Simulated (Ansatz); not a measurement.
Results of B3LYP (VWN-RPA form) (Ansatz, a program for electronic structure, plane waves, PAW) for fluorite CdF2.

Settings: plane-wave cutoff 520 eV, 8×8×8 k mesh, scalar-relativistic PAW data made under PBE.

Computed at the level's own relaxed cell.

```
CELL_PARAMETERS angstrom
      0.00000     2.73032     2.73032
      2.73032     0.00000     2.73032
      2.73032     2.73032     0.00000
ATOMIC_POSITIONS crystal
  Cd 0.00000 0.00000 0.00000
  F  0.25000 0.25000 0.25000
  F  0.75000 0.75000 0.75000
```

**Question.** Give the elastic tensor (Voigt notation, GPa, ions relaxed, in the Cartesian axes of the cell as printed).

**Answer.** 
```
  176.2    62.3    62.3     0.0     0.0     0.0
   62.3   176.2    62.3     0.0     0.0     0.0
   62.3    62.3   176.2     0.0     0.0     0.0
    0.0     0.0     0.0    18.6     0.0     0.0
    0.0     0.0     0.0     0.0    18.6     0.0
    0.0     0.0     0.0     0.0     0.0    18.6
```
